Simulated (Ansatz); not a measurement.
For fcc Pd, RPBE (Ansatz, an electronic-structure program, plane waves, PAW) gives:

| Property | Result |
|---|---|
| lattice parameter a | 3.980 Å |
| bulk modulus | 148 GPa |

**Question.** What does r²SCAN0 (Ansatz, plane waves, PAW) give for the same quantities?

**Answer.** 
- lattice constant a: 3.895 Å (falls by 2.1 %)
- bulk modulus: 182 GPa (increases by 23 %)

For comparison: lattice constant a 3.876 Å (measured, static lattice: zero-point anharmonic expansion removed; as tabulated in Mejia-Rodriguez and Trickey (2018), arXiv:1807.09216); bulk modulus 195 GPa (measured, zero-point energy and finite temperature contributions removed, our sources range from 187 to 198; as tabulated in doi:10.1021/acs.jctc.3c00612).

Changes are worked out from the printed values.

Unless a cell is named, each level is at its own relaxed cell (RPBE 15.77, r²SCAN0 14.77 Å³/atom).

The crystal itself was run without spin with RPBE, r²SCAN0; a magnetic state was not tried in these runs.

Ansatz's density-functional and Hartree–Fock values are scalar-relativistic unless marked +SOC, with PAW data made under PBE.
